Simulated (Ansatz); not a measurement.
**C2H6S (dimethyl sulfide): a chain of runs**

Wanted: a series of 22 runs (HF/STO-3G, UHF/STO-3G, HF/3-21G, UHF/3-21G, HF/6-31G*, UHF/6-31G*, B3LYP/6-31G*, UB3LYP/6-31G*, and more) of C2H6S. 

The results are computed with Ansatz 0.2.0.

**1. The structure to begin with**

C2H6S: 9 atoms, total charge 0, spin state singlet. SMILES: `CSC`. The coordinates come from a PBE0-D4/def2-TZVP relaxation. The run starts from this shape.

Bond lengths: C1–S2 1.795 Å, S2–C3 1.795 Å, C1–H4 1.092 Å, C1–H5 1.090 Å, C1–H6 1.092 Å, C3–H7 1.092 Å, C3–H8 1.090 Å, C3–H9 1.092 Å. Some angles: C1–S2–C3 99.4°, S2–C1–H4 111.2°, S2–C1–H5 107.2°, S2–C1–H6 111.2°, S2–C3–H7 111.2°, S2–C3–H8 107.2°, S2–C3–H9 111.2°, H4–C1–H5 108.7°, H4–C1–H6 109.7°, H5–C1–H6 108.7°.

**2. A structure relaxation at HF/STO-3G (run 1)**

job.yaml reads:

```yaml
crystal:
  periodic: [false, false, false]
  atoms:
    - {symbol: C, position_ang: [-0.474900, 1.046900, -0.732500]}
    - {symbol: S, position_ang: [0.826500, -0.185400, -0.836000]}
    - {symbol: C, position_ang: [0.522600, -1.063400, 0.700100]}
    - {symbol: H, position_ang: [-1.461300, 0.579200, -0.706700]}
    - {symbol: H, position_ang: [-0.404700, 1.666000, -1.627400]}
    - {symbol: H, position_ang: [-0.347400, 1.684100, 0.145100]}
    - {symbol: H, position_ang: [-0.474300, -1.508800, 0.710500]}
    - {symbol: H, position_ang: [1.262800, -1.861300, 0.767400]}
    - {symbol: H, position_ang: [0.639300, -0.403800, 1.562500]}
basis:
  gaussian: {orbitals: STO-3G}
hamiltonian: {xc: hf}
relax: {f_tol: 0.002}
output: {orbitals: {seedname: orbitals}}
```

Started as:

```
ansatz run job.yaml --threads 1 --pin off --max-ram 3480MiB --events-out events.jsonl --progress --plain --runs-dir runs
```

What it wrote:

```text
Warning: RAYON_NUM_THREADS=1 ignored (pool sized by the plan → 1); use --threads N
The last accepted step is kept in runs//last_step.txt (removed where the run ends without a failure and the disk answers)
[... 49 lines left out ...]
Total energy: -12829.70040749 eV, -471.4827936919 hartree
[... 9 lines left out ...]
Dipole moment:    -0.125877     0.027772     0.128556 e Å
```

Run time: 2.6 s. Hardware: 1 thread of Arm Neoverse V1, shared host.

The path in brief:

```tsv
step	energy from the first frame kept (eV)	largest force (eV/Å)
1	0.0000	0.3189
2	-0.0155	0.2648
3	-0.0171	0.0337
4	-0.0173	0.0117
5	-0.0173	0.0055
6	-0.0173	0.0003
```

After the run. Bond lengths: C1–S2 1.796 Å, S2–C3 1.796 Å, C1–H4 1.087 Å, C1–H5 1.085 Å, C1–H6 1.087 Å, C3–H7 1.087 Å, C3–H8 1.085 Å, C3–H9 1.087 Å. Some angles: C1–S2–C3 98.2°, S2–C1–H4 112.1°, S2–C1–H5 108.6°, S2–C1–H6 112.1°, S2–C3–H7 112.1°, S2–C3–H8 108.6°, S2–C3–H9 112.1°, H4–C1–H5 108.0°, H4–C1–H6 108.0°, H5–C1–H6 108.0°.

**3. Vibrational wavenumbers at HF/STO-3G (run 2)**

job.yaml reads:

```yaml
crystal:
  periodic: [false, false, false]
  atoms:
    - {symbol: C, position_ang: [-0.463611, 1.036668, -0.734055]}
    - {symbol: S, position_ang: [0.844035, -0.189212, -0.853834]}
    - {symbol: C, position_ang: [0.525788, -1.056375, 0.686885]}
    - {symbol: H, position_ang: [-1.449295, 0.580020, -0.696315]}
    - {symbol: H, position_ang: [-0.423205, 1.673007, -1.612146]}
    - {symbol: H, position_ang: [-0.351765, 1.668732, 0.143162]}
    - {symbol: H, position_ang: [-0.469069, -1.493616, 0.711475]}
    - {symbol: H, position_ang: [1.247237, -1.860808, 0.786896]}
    - {symbol: H, position_ang: [0.628486, -0.404915, 1.550932]}
basis:
  gaussian: {orbitals: STO-3G}
hamiltonian: {xc: hf}
phonons: {temperatures: {t_min: 298.15, t_max: 298.15, t_step: 1}}
```

Started as:

```
ansatz run job.yaml --threads 1 --pin off --max-ram 3480MiB --events-out events.jsonl --progress --plain --runs-dir runs
```

What it wrote:

```text
Warning: RAYON_NUM_THREADS=1 ignored (pool sized by the plan → 1); use --threads N
[... 295 lines left out ...]
Total energy: -12829.70041035 eV, -471.4827937970 hartree
[... 9 lines left out ...]
Dipole moment:    -0.125877     0.027772     0.128556 e Å
Vibrations: 181.98 190.89 339.45 917.28 978.89 1115.45 1153.80 1182.63 1253.35 1693.96 1721.12 1825.99 1827.54 1839.70 1842.63 3548.30 3549.28 3725.13 3726.37 3744.32 3745.52 cm⁻¹, zero-point energy 2.486106 eV
```

It took 15 s on 1 thread of Arm Neoverse V1, shared host.

Runs 3 to 9 aren't shown in full; the table further down has their settings and results.

**4. The harmonic vibrations at HF/6-31G(d) (Cartesian functions) (run 10)**

molecule.yaml reads:

```yaml
crystal:
  periodic: [false, false, false]
  atoms:
    - {symbol: C, position_ang: [-0.481543, 1.059620, -0.740373]}
    - {symbol: S, position_ang: [0.826817, -0.185417, -0.836255]}
    - {symbol: C, position_ang: [0.527901, -1.075837, 0.709358]}
    - {symbol: H, position_ang: [-1.460400, 0.596933, -0.713935]}
    - {symbol: H, position_ang: [-0.411538, 1.673888, -1.628542]}
    - {symbol: H, position_ang: [-0.356781, 1.691677, 0.130189]}
    - {symbol: H, position_ang: [-0.461019, -1.517236, 0.721352]}
    - {symbol: H, position_ang: [1.262556, -1.867637, 0.775740]}
    - {symbol: H, position_ang: [0.642607, -0.422491, 1.565466]}
basis:
  gaussian:
    orbitals: "6-31G*"
total_charge: 0
hamiltonian:
  xc: hf
phonons:
  temperatures: {t_min: 298.15, t_max: 298.15, t_step: 1}
```

Started as:

```
ansatz run molecule.yaml --threads 1 --pin off --max-ram 3480MiB --events-out events.jsonl --progress --plain --runs-dir runs
```

What it wrote:

```text
Warning: RAYON_NUM_THREADS=1 ignored (pool sized by the plan → 1); use --threads N
[... 158 lines left out ...]
Total energy: -12972.62925460 eV, -476.7353319428 hartree
[... 9 lines left out ...]
Dipole moment:    -0.258720     0.057082     0.264227 e Å
Vibrations: 195.12 202.42 286.07 753.59 816.80 1012.86 1060.13 1094.51 1167.00 1505.76 1531.93 1612.68 1622.86 1627.39 1635.72 3219.83 3220.57 3296.11 3299.64 3312.96 3313.63 cm⁻¹, zero-point energy 2.218546 eV
```

It took 21 s on 1 thread of Arm Neoverse V1, shared host; peak memory 0.1 GiB.

Runs 11 to 21 aren't shown in full; the table further down has their settings and results.

**5. The doublet cation: a geometry optimisation at UMP2/6-31G(d) (Cartesian functions) (run 22)**

job.yaml reads:

```yaml
crystal:
  periodic: [false, false, false]
  atoms:
    - {symbol: C, position_ang: [-0.473421, 1.046304, -0.733720]}
    - {symbol: S, position_ang: [0.840148, -0.188358, -0.849870]}
    - {symbol: C, position_ang: [0.523858, -1.063421, 0.698540]}
    - {symbol: H, position_ang: [-1.458746, 0.574683, -0.703100]}
    - {symbol: H, position_ang: [-0.416090, 1.675154, -1.624247]}
    - {symbol: H, position_ang: [-0.345673, 1.678804, 0.148240]}
    - {symbol: H, position_ang: [-0.476418, -1.503416, 0.707682]}
    - {symbol: H, position_ang: [1.258294, -1.866960, 0.780446]}
    - {symbol: H, position_ang: [0.636649, -0.399291, 1.559028]}
basis:
  gaussian:
    orbitals: "6-31G*"
total_charge: 1
relax: {}
correlation:
  method: mp2
magnetization:
  spin_polarized: true
  initial_magnetization: 1
```

Started as:

```
ansatz run job.yaml --threads 1 --pin off --max-ram 3480MiB --events-out events.jsonl --progress --plain --runs-dir runs
```

What it wrote:

```text
Warning: RAYON_NUM_THREADS=1 ignored (pool sized by the plan → 1); use --threads N
[... 1 set-up line as earlier in the session ...]
[... 20 lines left out ...]
7 core orbitals not correlated: weight in the atoms' cores, before any rotation towards them, 1.000 or more for the frozen orbitals, at most 0.000 for the correlated occupied ones
[... 24 lines left out ...]
7 core orbitals not correlated: weight in the atoms' cores, before any rotation towards them, 1.000 or more for the frozen orbitals, at most 0.000 for the correlated occupied ones
[... 22 lines left out ...]
Dipole moment:    -0.141519     0.031223     0.144532 e Å
Checks for a lower state left out: cluster_reference
```

Wall time 13 s (1 thread of Arm Neoverse V1, shared host); peak memory 0.14 GiB.

The path in brief:

```tsv
step	energy from the first frame kept (eV)	largest force (eV/Å)
1	0.0000	1.2556
2	-0.0362	0.3180
3	-0.0494	0.1566
4	-0.0506	0.0899
5	-0.0509	0.0114
```

After the run. Bond lengths: C1–S2 1.787 Å, S2–C3 1.787 Å, C1–H4 1.095 Å, C1–H5 1.090 Å, C1–H6 1.095 Å, C3–H7 1.095 Å, C3–H8 1.090 Å, C3–H9 1.095 Å. Some angles: C1–S2–C3 102.6°, S2–C1–H4 109.2°, S2–C1–H5 108.1°, S2–C1–H6 109.2°, S2–C3–H7 109.2°, S2–C3–H8 108.1°, S2–C3–H9 109.2°, H4–C1–H5 110.4°, H4–C1–H6 109.4°, H5–C1–H6 110.4°.

**6. Overview of the runs**

```tsv
run	level	task	walk f tol	partner	energy (Eh)	dipole moment (D)	wall time
1	HF/STO-3G	optimise	0.002	base	-471.482794	0.87	2.6 s
2	HF/STO-3G	frequencies	–	base	-471.482794	0.87	15 s
3	UHF/STO-3G	energy	–	cation	-471.281285	–	0.18 s
4	UHF/STO-3G	optimise	–	cation	-471.284862	–	2.7 s
5	HF/3-21G	optimise	0.002	base	-474.348570	2.07	3.6 s
6	HF/3-21G	frequencies	–	base	-474.348566	2.07	17 s
7	UHF/3-21G	energy	–	cation	-474.057518	–	0.32 s
8	UHF/3-21G	optimise	–	cation	-474.059092	–	3.9 s
9	HF/6-31G* (Cartesian functions)	optimise	0.002	base	-476.735332	1.80	5.7 s
10	HF/6-31G* (Cartesian functions)	frequencies	–	base	-476.735332	1.80	21 s
11	UHF/6-31G* (Cartesian functions)	energy	–	cation	-476.453150	–	0.69 s
12	UHF/6-31G* (Cartesian functions)	optimise	–	cation	-476.454707	–	6.9 s
13	B3LYP/6-31G* (Cartesian functions)	optimise	0.002	base	-478.013825	1.72	15 s
14	B3LYP/6-31G* (Cartesian functions)	frequencies	–	base	-478.013825	1.72	44 s
15	UB3LYP/6-31G* (Cartesian functions)	energy	–	cation	-477.697208	–	3.3 s
16	UB3LYP/6-31G* (Cartesian functions)	optimise	–	cation	-477.699111	–	22 s
17	PBE/def2-SVP	optimise	0.002	base	-477.532856	1.45	13 s
18	PBE/def2-SVP	frequencies	–	base	-477.532856	1.45	33 s
19	MP2/6-31G* (Cartesian functions)	optimise	0.002	base	-477.121104	1.75	8.1 s
20	MP2/6-31G* (Cartesian functions)	frequencies	–	base	-477.121104	1.75	38 s
21	UMP2/6-31G* (Cartesian functions)	energy	–	cation	-476.813856	–	0.91 s
22	UMP2/6-31G* (Cartesian functions)	optimise	–	cation	-476.815731	–	13 s
```

**7. Outcome**

| quantity | value |
| --- | --- |
| doublet cation, run 22: total energy at the end | -476.81573 Eh |
| doublet cation, run 22: correlation energy (7 core orbitals frozen) | -361.8 mEh |
| doublet cation, run 22: ⟨S²⟩ of the reference determinant | 0.763 |
| vertical ionisation energy (to the doublet cation), HF/3-21G | 7.920 eV |
| vertical ionisation energy (to the doublet cation), HF/6-31G* | 7.679 eV |
| vertical ionisation energy (to the doublet cation), B3LYP/6-31G* | 8.616 eV |
| adiabatic ionisation energy (to the doublet cation, no zero-point term), HF/STO-3G | 5.386 eV |
| adiabatic ionisation energy (to the doublet cation, no zero-point term), HF/3-21G | 7.877 eV |
| adiabatic ionisation energy (to the doublet cation, no zero-point term), HF/6-31G* | 7.636 eV |
| adiabatic ionisation energy (to the doublet cation, no zero-point term), B3LYP/6-31G* | 8.564 eV |
| adiabatic ionisation energy (to the doublet cation, no zero-point term), MP2/6-31G* | 8.310 eV |

In words: At HF/3-21G: removing an electron at fixed nuclei costs 7.92 eV (183 kcal/mol). At HF/6-31G*: removing an electron at fixed nuclei costs 7.68 eV (177 kcal/mol). At B3LYP/6-31G*: removing an electron at fixed nuclei costs 8.62 eV (199 kcal/mol). At HF/STO-3G: the adiabatic ionisation energy (to the doublet cation, no zero-point term) is 5.39 eV (124 kcal/mol). In a minimal basis such a difference can be off by several eV, whatever the method. At HF/3-21G: the adiabatic ionisation energy (to the doublet cation, no zero-point term) is 7.88 eV (760 kJ/mol). Totals of different functionals can't be ranked against each other. In runs 1, 2, 3, 4 the basis is minimal, so the values are rough. All runs together took 4.5 min, the longest 44 s.
